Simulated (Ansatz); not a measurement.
We consider zinc-blende HgS (metastable phase), described by HSE06 in Ansatz (PAW).

Run with plane-wave cutoff 460 eV, 8×8×8 k mesh, Fermi–Dirac smearing 0.01 eV, scalar-relativistic PAW data made under PBE.

Computed at the level's own relaxed cell.

### Question
Give the computed equilibrium lattice constant a, pressure derivative B′ of the bulk modulus, equilibrium volume per atom, bulk modulus and band gap.

### Answer

* **equilibrium lattice constant a**: 5.923 Å
* **pressure derivative B′ of the bulk modulus**: 4.9
* **equilibrium volume per atom**: 25.97 Å³/atom
* **bulk modulus**: 59.4 GPa
* **band gap**: 0.36 eV (on the SCF k mesh)

Measured, for comparison: lattice constant a 5.841 Å, equilibrium volume per atom 24.91 Å³/atom (295 K, not corrected to a static lattice; as tabulated in Cardona et al. (2009), arXiv:0908.2634). Computed (rounded) less measured: lattice constant a +1.4 %, equilibrium volume per atom +4.3 %.

Spin–orbit coupling is not included.

Computed values are for the static lattice.

The result took around 13 core-minutes (rough).

Ansatz is an electronic-structure program.
